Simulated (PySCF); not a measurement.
# CH4Si: the cost of one run

Programs: PySCF 2.14.0, with routines of our own; each step states its level. All values are computed. Atoms count from 0.

### Step 1. The starting structure

6 atoms, charge 0, multiplicity 3; geometry from: GFN2-xTB.

### Step 2. Open-shell or spin-flip excitations: unrestricted TDA B3LYP/def2-SVPD

What the job is given:

```
{"job": {"kind": "uabs", "xc": "B3LYP", "basis": "def2-SVPD", "nstates": 10, "tda": true}, "charge": 0, "multiplicity": 3}
C     -0.597874    -0.025566    -0.046553
Si     1.226370    -0.494202    -0.304174
H     -0.852105    -0.038649     1.011412
H     -0.795237     0.974157    -0.428182
H     -1.257018    -0.718324    -0.559901
H      2.278986     0.304575     0.305823
```

Method: unrestricted TDA B3LYP/def2-SVPD, vertical, gas phase, core orbitals frozen in the response.

The run is started by

```sh
$ OMP_NUM_THREADS=1 python excited_run.py task.json out
```

This one command runs all jobs of the session in turn.

Q: Estimate the wall time and peak memory of this first job on 1 thread of Arm Neoverse V1, shared host.

About 3.7 s, with a peak of 0.32 GiB.
